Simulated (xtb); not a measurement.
propane (C3H8), SMILES CCC. All values are semi-empirical tight-binding results from xtb (GFN2-xTB unless named), good for trends rather than for accurate numbers. Coordinates come from a GFN2-xTB optimisation.

**Question.** Estimate the properties. (Estimate from the structure and the level; the computed values follow.)

**Answer.** 
* **point group as xtb finds it**: C2v
* **orbital gap**: 14.58 eV
* **dipole moment**: 0.02 D
* **zero-point energy**: 64.4 kcal/mol
* **G − E(el) at 298.15 K (modified RRHO)**: 48.7 kcal/mol
* **static polarisability (D4 model)**: 40.2 bohr³
* **solvation energy, GFN2-xTB/ALPB(water)**: 0.0 kcal/mol
* **solvation energy, GFN2-xTB/ALPB(acetone)**: -2.8 kcal/mol

**Question.** Give the IR lines (harmonic; lines under 4 % of the strongest left out, lines within 3 cm⁻¹ merged). (Estimate from the structure and the level; the computed values follow.)

**Answer.** ν (cm⁻¹): 793 (w), 2967 (m), 2982 (m), 3028 (w), 3032 (s), 3036 (vs) (against the strongest line: vs over 80 %, s over 45 %, m over 15 %, w over 4 %, vw less)
